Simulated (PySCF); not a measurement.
**`[O+]#CCC(F)F`: 4 charge schemes on one density**

C3H3F2O (charge +1).
Structure used (PBE0-D3(BJ)/def2-SVP), in Å, numbered top down from 1:
```xyz
9
C3H3F2O angstrom
O      2.5106   -0.5633   -0.0469
C      1.5214   -0.0460   -0.0592
C      0.2502    0.5894   -0.0592
C     -0.9403   -0.4379   -0.0214
F     -0.6568   -1.3338    0.9239
F     -2.0108    0.2622    0.3012
H      0.2078    1.2024    0.8652
H      0.1976    1.2659   -0.9341
H     -1.0816   -0.9395   -0.9937
```

Density: PBE0/pcSseg-1 (PySCF); schemes: Mulliken, IAO, Hirshfeld and ESP-fitted. The structure is a single PBE0-D3(BJ)/def2-SVP conformer in the gas phase; no vibrational or solvent corrections.

Question: For which atoms does the sign change between the 4 schemes (beyond +0.03 e in one, beyond −0.03 e in another)?

Answer: O1.

Question: Which atoms carry the lowest charge in the Mulliken, IAO, Hirshfeld and ESP-fitted schemes?

Answer: The schemes don't all agree: Mulliken C3 (-0.365); IAO C3 (-0.368); Hirshfeld F5 (-0.055); ESP-fitted C3 (-0.473).

Question: What partial charge does each atom carry?

Answer: In e:

```json
{"atom": "O1", "environment": "oxygen bonded to C", "Mulliken": "-0.006", "IAO": "-0.007", "Hirshfeld": "+0.094", "ESP-fitted": "-0.032"}
{"atom": "C2", "environment": "triply bonded carbon", "Mulliken": "+0.543", "IAO": "+0.657", "Hirshfeld": "+0.436", "ESP-fitted": "+0.683"}
{"atom": "C3", "environment": "chain CH2 carbon", "Mulliken": "-0.365", "IAO": "-0.368", "Hirshfeld": "-0.008", "ESP-fitted": "-0.473"}
{"atom": "C4", "environment": "CHF2 carbon", "Mulliken": "+0.564", "IAO": "+0.490", "Hirshfeld": "+0.200", "ESP-fitted": "+0.466"}
{"atom": "F5", "environment": "fluorine of a CF2 group", "Mulliken": "-0.245", "IAO": "-0.263", "Hirshfeld": "-0.055", "ESP-fitted": "-0.171"}
{"atom": "F6", "environment": "fluorine of a CF2 group", "Mulliken": "-0.218", "IAO": "-0.235", "Hirshfeld": "-0.029", "ESP-fitted": "-0.139"}
{"atom": "H7", "environment": "methylene hydrogen", "Mulliken": "+0.281", "IAO": "+0.274", "Hirshfeld": "+0.135", "ESP-fitted": "+0.289"}
{"atom": "H8", "environment": "methylene hydrogen", "Mulliken": "+0.283", "IAO": "+0.267", "Hirshfeld": "+0.139", "ESP-fitted": "+0.269"}
{"atom": "H9", "environment": "methine hydrogen", "Mulliken": "+0.164", "IAO": "+0.186", "Hirshfeld": "+0.089", "ESP-fitted": "+0.108"}
```

Mean size of the charges over all atoms: IAO 0.305 e, Mulliken 0.297 e, ESP-fitted 0.292 e, Hirshfeld 0.132 e. Each set sums to the total charge, 1, to within 0.001 e. The Hirshfeld scheme weights the molecular density at each point by an atom's share of the summed free-atom densities.

Question: Sum the charges by element, for elements with more than one atom.

Answer: 
| element | atoms | Mulliken | IAO | Hirshfeld | ESP-fitted |
| --- | --- | --- | --- | --- | --- |
| C | 3 | +0.742 | +0.779 | +0.628 | +0.676 |
| F | 2 | -0.464 | -0.499 | -0.084 | -0.310 |
| H | 3 | +0.728 | +0.726 | +0.363 | +0.666 |

Question: How many electrons does the Mulliken scheme count on F5?

Answer: Z − q = 9 − (-0.245) = 9.245.

Question: How closely do the schemes follow one another over all atoms?

Answer: Correlation coefficient and root-mean-square difference: Mulliken with IAO 0.99, 0.047 e; IAO with ESP-fitted 0.98, 0.064 e; Mulliken with ESP-fitted 0.97, 0.079 e; IAO with Hirshfeld 0.92, 0.212 e; Hirshfeld with ESP-fitted 0.90, 0.219 e; Mulliken with Hirshfeld 0.87, 0.211 e.
